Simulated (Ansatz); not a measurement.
```yaml
crystal:
  periodic: [false, false, false]
  atoms:
    - {symbol: Na, position_ang: [0.000000, 0.000000, 0.000000]}
    - {symbol: Na, position_ang: [0.000000, 0.000000, 2.976000]}
basis:
  gaussian: {orbitals: def2-TZVP}
magnetization: {spin_polarized: true, initial_magnetization: 2}
hamiltonian: {xc: pbe0}
relax: {f_tol: 0.004, max_steps: 80}
```

```sh
$ ansatz run in.yaml --threads 1 --pin off --events-out ev --progress --plain --max-ram 2176MiB
```

Steps of the relaxation (energy above the last step; positions in Å, forces in eV/Å):

```
2
step 1, 366.6 meV
Na    0.000    0.000    0.000    0.000    0.000   -0.734
Na    0.000    0.000    2.976    0.000    0.000    0.734
```

```
2
step 2, 294.5 meV
Na    0.000    0.000   -0.054    0.000    0.000   -0.612
Na    0.000    0.000    3.030    0.000    0.000    0.612
```

```
2
step 3, 122.9 meV
Na    0.000    0.000   -0.249    0.000    0.000   -0.299
Na    0.000    0.000    3.225    0.000    0.000    0.299
```

```
2
step 4, 41.5 meV
Na    0.000    0.000   -0.449    0.000    0.000   -0.128
Na    0.000    0.000    3.425    0.000    0.000    0.128
```

```
2
step 8, 0.0 meV
Na    0.000    0.000   -0.908    0.000    0.000    0.000
Na    0.000    0.000    3.884    0.000    0.000    0.000
```

Close pairs at the end: .

A stationary point of unrestricted PBE0 after 8 steps, with ⟨S²⟩ = 2.000 against 2.00 for a pure state. 20 s on 1 thread of Arm Neoverse V1, shared host.
